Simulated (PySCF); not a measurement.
## Ionising HCl

RHF; PySCF, no relativity, basis sets H def2-TZVPPD, Cl def2-TZVPPD. Neutral (RHF): singlet (closed shell), Re = 1.265 Å, ωe = 3145 cm⁻¹, De = 3.35 eV, HOMO -12.99 eV, LUMO 1.91 eV.

HCl⁺ (UHF): doublet (π ↑), Re = 1.302 Å, ωe = 2827 cm⁻¹, De = 3.60 eV to H + Cl⁺. The energies at the minima are -460.10004 hartree for HCl and -459.67673 for HCl⁺.

Q: Work out the adiabatic ionisation energy, without and with harmonic zero-point energies (1 hartree = 27.2114 eV, 1 eV = 8065.5 cm⁻¹), and the change of the bond length.

A: At HF: 0.42331 hartree = 11.519 eV between the minima; the zero-point term (2827.0 − 3145.0)/2 cm⁻¹ = -0.020 eV makes it 11.499 eV. Re changes by +3.7 pm against the neutral. Minus the HOMO energy is 12.99 eV, +1.47 eV from the value between the minima; Hartree–Fock orbital energies leave out relaxation and correlation. The electron leaves a π orbital, which is non-bonding in a hydride.

For an ion De counts to the pair picked by the measured ionisation energies or electron affinities, which need not be the lowest pair at this level. Where the molecule has an RHF reference, its open-shell atoms are computed with UHF. Hartree–Fock leaves out correlation, which carries a large part of most bond energies and some tenths to 1 eV of ionisation energies. States were picked by a PBE0 search and need not be the measured ground states.

Neutral and ion stand on different kinds of reference determinant, which adds to the error of the difference.
